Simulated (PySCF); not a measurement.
hydrogen peroxide (H2O2), SMILES OO.

Geometry optimised at PBE-D3(BJ)/def2-TZVP.

Two levels are set side by side: PBE/def2-TZVPD (PySCF) and PBE0/def2-TZVPD (PySCF). Same geometry, gas phase. Differences are taken from unrounded values.

| quantity | PBE |
|---|---|
| orbital gap (eV) | 4.88 |
| highest occupied level (eV) | -6.46 |
| lowest empty level (eV) | -1.58 |
| dipole moment (D) | 1.65 |
| mean polarisability (bohr³) | 16.2 |

Question: These are the PBE values. What does PBE0 give? (The exact figures need the calculation; the answer reports its results.)

Answer: 
```
quantity                      PBE0  PBE minus PBE0
---------------------------  -----  --------------
orbital gap (eV)              8.13           -3.24
highest occupied level (eV)  -8.35            1.88
lowest empty level (eV)      -0.22           -1.36
dipole moment (D)             1.71           -0.06
mean polarisability (bohr³)   15.4             0.8
```

PBE's occupied levels lie high since its potential decays too fast outside the molecule; exact exchange lowers them and widens the gap. PBE's more diffuse valence density responds more strongly to a field. Differences between two approximate levels are no errors against the true value.

Rough cost on one machine, each run with all the roots and properties that it gave: PBE0 against PBE within a factor of 2.
